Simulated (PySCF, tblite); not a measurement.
A complex of sulfur difluoride and water

A gas-phase complex of sulfur difluoride and water; neutral, singlet. The structure comes from a short search (6 tight-binding starts) and was relaxed by PBE0-D3(BJ)/def2-TZVPD; another way of binding may lie lower. No frequency run checks that it is a minimum.

Parts: 1 = sulfur difluoride (FSF), atoms 1–3; 2 = water (O), atoms 4–6.

```xyz
6

F    -1.219   -0.446   -0.337
S     0.033    0.556   -0.241
F     0.815   -0.255    0.898
O     2.096    2.147   -0.021
H     2.102    2.481    0.880
H     2.891    1.612   -0.099
```
Atoms count from 1 in this order.

```
   contact  kind (by geometry)  distance (Å)  angle (°)
F1–S2···O4      chalcogen bond         2.615        178
```

Interaction energies are complex less parts, with the parts frozen as they stand in it; counterpoise-corrected, in kcal/mol (PySCF). The CCSD(T) estimate is Hartree-Fock/aug-cc-pVQZ, plus the MP2 correlation part extrapolated as X⁻³ from aug-cc-pVTZ and aug-cc-pVQZ, plus CCSD(T) less MP2 in aug-cc-pVDZ; noble-gas cores are frozen. It isn't the exact limit.

| level | interaction | superposition error removed |
| --- | --- | --- |
| Hartree-Fock/aug-cc-pVQZ | -2.06 | - |
| wB97M-D3(BJ)/def2-TZVPD | -4.60 | -0.16 |
| PBE0-D3(BJ)/def2-TZVPD | -5.10 | -0.16 |
| MP2/aug-cc-pVQZ | -4.50 | -0.36 |

Task: What does CCSD(T) at its estimated basis limit give, and which of these levels comes nearest?

Result: -4.41 kcal/mol. MP2/aug-cc-pVQZ is nearest, off by -0.09; the errors are Hartree-Fock/aug-cc-pVQZ +2.35, wB97M-D3(BJ)/def2-TZVPD -0.19, PBE0-D3(BJ)/def2-TZVPD -0.69, MP2/aug-cc-pVQZ -0.09.

Task: What holds them together? Decompose the wB97M-D3(BJ)/def2-TZVPD energy: frozen parts, their antisymmetrised product, then relaxation.

Result: electrostatic -11.8, Pauli repulsion +13.3, orbital relaxation -5.2, dispersion correction -1.0 kcal/mol, which sum to the value before the counterpoise correction; the Pauli term holds the exchange-correlation of the frozen density too. Of the attraction, 65 % is electrostatic, 29 % is orbital relaxation, 6 % is dispersion correction.

The parts were also relaxed and run alone, at the levels used for the complex: shieldings by PBE0/pcSseg-2; core levels by delta-SCF with SCAN, pcX-2 on the ionised atom and pcseg-1 elsewhere, spin-free X2C (2p3/2 is the spin-free 2p value less a third of a first-order spin-orbit splitting).

Task: What does binding change?

Result: 
```
                property   alone  in the complex  change
          F1–S2 bond (Å)   1.591           1.606  +0.015
   shielding of S2 (ppm)  -886.5          -802.4   +84.1
   shielding of O4 (ppm)   329.1           302.0   -27.2
   shielding of F1 (ppm)   355.8           313.6   -42.2
   F1 1s core level (eV)  693.99          692.84   -1.15
S2 2p3/2 core level (eV)  174.03          173.04   -1.00
   O4 1s core level (eV)  539.76          540.34   +0.58
```
